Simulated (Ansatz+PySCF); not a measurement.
Values are calculated unless marked as measured or tabulated.
## Several solutions for singlet C₂H₆

```xyz
8

C     0.0000    0.0000   -0.7596
C     0.0000    0.0000    1.5191
H     0.0000   -1.0240   -1.1651
H    -0.8868    0.5120   -1.1651
H     0.8868    0.5120   -1.1651
H     0.0000    1.0240    1.9247
H    -0.8868   -0.5120    1.9247
H     0.8868   -0.5120    1.9247
```

Basis set: cc-pVDZ (spherical functions). Charge 0, multiplicity 1.

UHF was run from several starts with Ansatz (development build ahead of 0.2.0) and PySCF 2.14.0.

```json
{"run": "A", "program": "PySCF", "start": "guess minao, instabilities followed", "converged": "yes", "energy (hartree)": "-79.12632", "<S²>": "0.43"}
{"run": "B", "program": "PySCF", "start": "guess atom, instabilities followed", "converged": "yes", "energy (hartree)": "-79.12632", "<S²>": "0.43"}
{"run": "C", "program": "PySCF", "start": "guess huckel, instabilities followed", "converged": "yes", "energy (hartree)": "-79.12632", "<S²>": "0.43"}
{"run": "D", "program": "Ansatz", "start": "stability test followed", "converged": "yes", "energy (hartree)": "-79.12632", "<S²>": "0.43"}
{"run": "E", "program": "PySCF", "start": "guess 1e, instabilities followed", "converged": "yes", "energy (hartree)": "-79.12632", "<S²>": "0.43"}
{"run": "F", "program": "PySCF", "start": "program defaults", "converged": "yes", "energy (hartree)": "-79.11791", "<S²>": "0.00"}
{"run": "G", "program": "Ansatz", "start": "atomic start, no search", "converged": "yes", "energy (hartree)": "-79.11791", "<S²>": "0.00"}
{"run": "H", "program": "Ansatz", "start": "search for the lowest state", "converged": "yes", "energy (hartree)": "-79.12632", "<S²>": "0.43"}
```

(1) Which runs reached the lowest solution of this kind, and what is wrong with the others?

Results:

(1) A, B, C, D, E, H reached the lowest solution found. Converged but too high: F by 0.23 eV, G by 0.23 eV. Convergence only shows a stationary point, and even a stable one can lie too high; stability tests and further starts are what find lower ones. Caution: the unrestricted determinant is spin contaminated. Caution: the determinant breaks the point group.
